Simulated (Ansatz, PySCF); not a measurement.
For zinc-blende GaSb, PBE+SOC (PAW; Ansatz, an electronic-structure program) gives:

| Item | Result |
|---|---|
| lattice constant a | 6.216 Å |
| bulk modulus | 44.3 GPa |

Question: What does MP2 in PySCF (GTH pseudopotentials, Gaussian basis) give for the same quantities?

Answer: 
- lattice constant a: 6.134 Å (falls by 1.3 %)
- bulk modulus: 56.5 GPa (rises by 28 %)

For comparison: lattice constant a 6.096 Å (measured, 300 K, not corrected to a static lattice; as tabulated in Vurgaftman et al. (2001), doi:10.1063/1.1368156); bulk modulus 57 GPa (measured, temperature not stated, no zero-point or thermal correction; as tabulated in Toher et al. (2017), arXiv:1611.05714).

Changes are worked out from the printed values.

Unless a cell is named, each level is at its own relaxed cell (PBE+SOC 30.02, MP2 28.85 Å³/atom).

Ansatz's density-functional and Hartree–Fock values are scalar-relativistic unless marked +SOC, with PAW data made under PBE.
